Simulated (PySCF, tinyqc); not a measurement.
RHF in the sto-6g basis, for H2F+, spin multiplicity 1, step by step. The lowest restricted solution is unstable here: a spin-polarised one lies 0.0001 hartree lower (PySCF). One step of it, computed by the program tinyqc.

Question. Orthogonalisation. S = U s U^T; symmetric (Loewdin) form X = U s^(-1/2) U^T, so that X^T S X = 1.

overlap S, order 1F 1s, 1F 2s, 1F 2px, 1F 2py, 1F 2pz, 2H 1s, 3H 1s:
```
[[1.000000, 0.232479, 0.000000, 0.000000, 0.000000, 0.018447, 0.017601],
 [0.232479, 1.000000, 0.000000, 0.000000, 0.000000, 0.219165, 0.211265],
 [0.000000, 0.000000, 1.000000, 0.000000, 0.000000, 0.000000, 0.000000],
 [0.000000, 0.000000, 0.000000, 1.000000, 0.000000, 0.161705, -0.156582],
 [0.000000, 0.000000, 0.000000, 0.000000, 1.000000, 0.108956, 0.105442],
 [0.018447, 0.219165, 0.000000, 0.161705, 0.108956, 1.000000, 0.078273],
 [0.017601, 0.211265, 0.000000, -0.156582, 0.105442, 0.078273, 1.000000]]
```

Give: eigenvalues of S; X.

Answer.

eigenvalues of S: [0.634, 0.733, 0.913, 1.000, 1.087, 1.189, 1.444]

X, order 1F 1s, 1F 2s, 1F 2px, 1F 2py, 1F 2pz, 2H 1s, 3H 1s:
```
[[1.022, -0.125, 0.000, 0.000, -0.002, 0.011, 0.010],
 [-0.125, 1.058, 0.000, 0.001, 0.018, -0.114, -0.109],
 [0.000, 0.000, 1.000, 0.000, 0.000, 0.000, 0.000],
 [0.000, 0.001, 0.000, 1.021, 0.000, -0.089, 0.086],
 [-0.002, 0.018, 0.000, 0.000, 1.009, -0.055, -0.053],
 [0.011, -0.114, 0.000, -0.089, -0.055, 1.036, -0.030],
 [0.010, -0.109, 0.000, 0.086, -0.053, -0.030, 1.033]]
```
